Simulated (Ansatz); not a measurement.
## Ansatz (development build ahead of 0.2.0) run

```yaml
crystal:
  periodic: [false, false, false]
  atoms:
    - { symbol: C, position_ang: [0.0, 0.0, -0.45335] }
    - { symbol: C, position_ang: [0.0, 1.09465, 0.19418] }
    - { symbol: C, position_ang: [0.0, -1.09465, 0.19418] }
    - { symbol: H, position_ang: [0.0, 0.0, -1.46038] }
    - { symbol: H, position_ang: [0.0, 1.98656, -0.27878] }
    - { symbol: H, position_ang: [0.0, 1.10742, 1.20394] }
    - { symbol: H, position_ang: [0.0, -1.98656, -0.27878] }
    - { symbol: H, position_ang: [0.0, -1.10742, 1.20394] }
basis:
  gaussian: { orbitals: cc-pVDZ }
total_charge: 1
hamiltonian:
  xc: hf
```

The input is written out in the form of the current development build from the run's settings.

The run gave:

```
Converged                       : yes
Total energy                    : -116.15136 hartree
Spin squared of the determinant : 0.000
```

Caution: no unrestricted run beside it, a lower state can exist.
